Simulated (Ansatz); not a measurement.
# HSiP, singlet: vertical spin and charge gaps

Geometry (PBE0/def2-TZVP stationary point for this spin, not checked as a minimum):

```
atom   x (Å)   y (Å)    z (Å)
  Si  0.0000  0.0000   0.1538
   P  0.0000  0.0000  -1.7906
   H  0.0000  0.0000   1.6368
```

Basis 6-31G; Ansatz 0.2.0. Correlated methods freeze the noble-gas cores. R marks a restricted (for open shells ROHF) determinant, U an unrestricted one. Active spaces: valence = (10e, 9o) chosen from the atoms' valence shells.

Gaps are energies of the second state less the first, at fixed atoms, for a selection of the levels run; each method lands on the state that its own search finds for that charge and spin.

Unrestricted rows (U, and Kohn–Sham where it breaks symmetry) aren't spin-pure: their determinants' ⟨S²⟩ exceeds S(S+1) by up to 0.82, so they mix in states of higher spin. A value is left out where its run failed or describes another state than the reference as far as symmetry and spin tell, or, spin-broken singlets apart, can't be checked.

**Question.** PBE gives 9.564 eV for removing an electron, to the doublet. Estimate what full CI gives in 6-31G.

**Answer.** Full CI in 6-31G gives 9.156 eV, so against it PBE is off by 0.408 eV.

Large singles or doubles amplitudes warn of static correlation in the HSiP⁺ doublet.

```
                   level  gap (eV)  error (meV)  ⟨S²⟩ where 0.1 over S(S+1) (first / second)
                     UHF     8.540         -616                                  0.82 / 1.11
                   RCCSD     9.113          -43                                        – / –
                 BCCD(T)     9.151           -5                                        – / –
  CASSCF (valence space)     8.901         -255                                        – / –
  NEVPT2 (valence space)     9.074          -82                                        – / –
  MRCISD (valence space)     9.143          -13                                        – / –
MRCISD+Q (valence space)     9.154           -2                                        – / –
                  r2SCAN     9.619          463                                        – / –
                   B3LYP     9.493          337                                        – / –
                 wB97M-V     9.391          235                                        – / –
```

In so small a basis the reference is far from its limit while semilocal and hybrid functionals are nearer theirs, so the functionals' errors here hold much of the reference's basis and frozen-core error, which can add to them or hide them.

Full CI is exact within this basis and frozen core; it isn't the basis-set limit. The frozen core follows each run's orbitals, which can shift R against U totals by a few meV.
